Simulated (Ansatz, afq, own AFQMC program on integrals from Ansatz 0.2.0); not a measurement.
AFQMC on a folder of integrals that Ansatz 0.2.0 wrote.

```yaml
crystal:
  periodic: [false, false, false]
  atoms:
    - {symbol: Na, position_ang: [0.000000, 0.000000, 0.803413]}
    - {symbol: H, position_ang: [0.000000, 0.000000, -3.672587]}
    - {symbol: H, position_ang: [0.000000, 0.000000, 2.869173]}
basis:
  gaussian: {orbitals: aug-cc-pVDZ}
total_charge: -1
magnetization: {spin_polarized: false}
correlation: {method: ccsd_t, electrons: outside_noble_gas, hamiltonian_folder: ham}
```

```sh
$ ansatz run in.yaml --threads 1 --pin off --events-out ev --progress --plain --max-ram 24576MiB --backend cuda --devices 0, --max-vram 18GiB
```

Options of the walk:

```
--method phaseless --trial cisd --walkers 4000 --populations 20 --least-time 60 --time-step 0.005 --steps-per-block 50 --equilibration-blocks 40 --max-blocks 4000 --target-error 0.00024 --factor-cut 1e-05 --seed 6082 --release-times 0.24,0.51,0.99,1.62,2.4 --release-step 0.03 --release-every 3 --taylor-order 6
```

Times are imaginary, in 1/Eh. The walk had a cap of 122 s. With eight or more populations the least sampling time is a fifth of least-time, and the error comes from their spread.

afq prints:

```
orbitals 40  electrons 2 2  factors 268 of 419
reference energy -162.90281816 Eh
CCSD correlation -0.07304420 Eh in 16 cycles, weight of the determinant in the CISD state 0.9005
energy of the start -162.975861 Eh
 block  time / (1/Eh)  mean weight  energy / Eh
     1     0.250  1.0001  -162.975449
     2     0.500  0.9999  -162.975313
     3     0.750  1.0000  -162.975292
     4     1.000  1.0000  -162.975297
     5     1.250  0.9999  -162.975339
    10     2.500  0.9999  -162.975586
    19     4.750  1.0000  -162.975742
    29     7.250  1.0001  -162.975935
    39     9.750  0.9998  -162.975758
    47    11.750  1.0000  -162.976323
    49    12.250  1.0001  -162.976175
    59    14.750  1.0001  -162.975882
    69    17.250  1.0000  -162.975868
    79    19.750  1.0000  -162.975925
    89    22.250  1.0000  -162.976274
error from the spread of 20 populations
released: time / (1/Eh)  energy / Eh  error  mean overlap
  0.24  -162.975997  0.000037  1.0004
  0.51  -162.976019  0.000030  0.9996
  0.99  -162.976072  0.000022  0.9981
  1.62  -162.976086  0.000027  0.9959
  2.40  -162.976171  0.000031  0.9931
energy -162.975977 +/- 0.000037 Eh
(rows thinned)
```

The run passed its tests (sampling time, drift between the halves within three errors, error under three times the target), which doesn't prove that it has relaxed.

Against this walk (error 1.0 meV) on the same determinant: CCSD(T) 0.6 meV lower (within the noise), CCSDT(Q) 3.0 meV lower, full CI 3.1 meV lower. The error is statistical and leaves out the bias of the constraint. Released to 2.40 1/Eh the energy lies 5.3 ± 1.3 meV (both errors) below the phaseless value, which shows part or all of the bias of the constraint, and full CI lies 2.2 meV above the released value.

Cautions: constraint bias not in the error; restricted determinant unstable towards unrestricted (UHF 121 meV lower, ⟨S²⟩ 0.56); raised T1 diagnostic (T1 0.035, weight of the determinant 0.90, largest double 0.06).

The walk took 22 s on 1 × NVIDIA H100 80GB HBM3 with 2 threads of AMD EPYC 7R13 Processor (Zen 3) (shared host) (the card was shared). The log's last line is the phaseless energy.

CCSDT and higher add their correlation energy to the determinant of the CCSD(T) run, since their own runs factorise the integrals more tightly (a shift of under 2 meV). A walk keeps the symmetry of its determinant, which the program's search chose and which needn't be the lowest solution, so a lower state of the same spin and another symmetry isn't excluded.
